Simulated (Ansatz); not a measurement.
Geometry optimisation, RKS PBE0-D4/def2-SVP (Ansatz 0.2.0).

Input:

```yaml
crystal:
  periodic: [false, false, false]
  atoms:
    - { symbol: C, position_ang: [0.0034, 1.875, 0.0713] }
    - { symbol: C, position_ang: [-0.0446, 0.6196, 0.0277] }
    - { symbol: C, position_ang: [-0.0675, -0.576, -0.0151] }
    - { symbol: C, position_ang: [0.045, -1.8598, -0.0365] }
    - { symbol: F, position_ang: [0.976, -2.5756, -0.6128] }
    - { symbol: H, position_ang: [-0.8645, 2.4758, 0.5181] }
    - { symbol: H, position_ang: [0.7989, 2.4865, -0.3709] }
    - { symbol: H, position_ang: [-0.7545, -2.5026, 0.3625] }
basis:
  gaussian: { orbitals: def2-SVP }
hamiltonian:
  xc: pbe0
  dispersion: d4
relax:
  f_tol: 0.02
  max_steps: 50
output:
  orbitals: {}
```

Command:

```bash
$ ansatz run input.yaml --threads 2 --pin off --max-ram 3072MiB --backend cpu --events-out ev --progress --plain --runs-dir out
```

Where does it end, and by what steps?

The run converged. After 8 steps the energy has fallen by 0.570 eV; C1 moved furthest, 0.10 Å.

```json
{"step": "0", "energy less start (eV)": "0.0000", "largest force component (eV/Å)": "5.729", "accepted": "yes"}
{"step": "1", "energy less start (eV)": "-0.2730", "largest force component (eV/Å)": "2.418", "accepted": "yes"}
{"step": "2", "energy less start (eV)": "-0.4099", "largest force component (eV/Å)": "1.736", "accepted": "yes"}
{"step": "3", "energy less start (eV)": "-0.5430", "largest force component (eV/Å)": "0.268", "accepted": "yes"}
{"step": "4", "energy less start (eV)": "-0.5202", "largest force component (eV/Å)": "0.337", "accepted": "no"}
{"step": "5", "energy less start (eV)": "-0.5572", "largest force component (eV/Å)": "0.342", "accepted": "yes"}
{"step": "6", "energy less start (eV)": "-0.5688", "largest force component (eV/Å)": "0.080", "accepted": "yes"}
{"step": "7", "energy less start (eV)": "-0.5700", "largest force component (eV/Å)": "0.062", "accepted": "yes"}
{"step": "8", "energy less start (eV)": "-0.5702", "largest force component (eV/Å)": "0.015", "accepted": "yes"}
```

```xyz
8
Properties=species:S:1:pos:R:3
C -0.033 1.972 0.065
C -0.005 0.656 0.017
C 0.024 -0.616 -0.029
C 0.010 -1.933 -0.052
F 0.976 -2.659 -0.604
H -0.866 2.501 0.539
H 0.775 2.570 -0.367
H -0.790 -2.547 0.376
```

Whether the end is a true minimum wasn't checked by a vibrational analysis.

Run time: 15 s on 2 threads of Arm Neoverse V2, with other jobs on the host, peak memory 0.16 GiB.
